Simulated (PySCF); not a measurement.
# CH7AlSi: the cost of one run

Programs: PySCF 2.14.0, with density-fitted response routines of our own. Each step states its level of theory. These are calculated values for one molecule in the gas phase, unless marked as measured. Atoms are numbered from 0 throughout.

**1. Starting geometry**

10 atoms, charge 0, multiplicity 1; geometry from: GFN2-xTB. The atoms were then displaced at random by about 0.01 Å, so the start is not that level's minimum.

Bonds of the start (Å): Al0–C1 1.99, C1–Si2 1.92, Al0–H3 1.56, Al0–H4 1.57, C1–H5 1.10, C1–H6 1.10, Si2–H7 1.44, Si2–H8 1.46, Si2–H9 1.49.

**2. Optimising the geometry at PBE0-D3(BJ)/def2-SVP**

What the job is given:

```
{"job": {"xc": "PBE0", "basis": "def2-SVP", "d3": "d3bj", "grid": 1, "shake": 0.01, "kind": "geom"}, "charge": 0, "multiplicity": 1}
Al     1.757120     0.404100    -0.053600
C      0.117860    -0.731590    -0.060590
Si    -1.435680     0.117740     0.685480
H      3.232170    -0.084810     0.006310
H      1.643570     1.972630    -0.110760
H     -0.139400    -1.050650    -1.077330
H      0.325550    -1.655130     0.502090
H     -2.573100    -0.746510     0.537760
H     -1.691310     1.400330     0.042520
H     -1.186350     0.352960     2.135830
```

Started as:

```bash
$ OMP_NUM_THREADS=1 python probes_run.py task.json out
```

One launch serves the whole session: the jobs run in the order shown.

**Question.** How long does this first job take on 1 thread of Arm Neoverse V1, shared host, and how much memory does it need?

About 41 s, with a peak of 0.37 GiB.
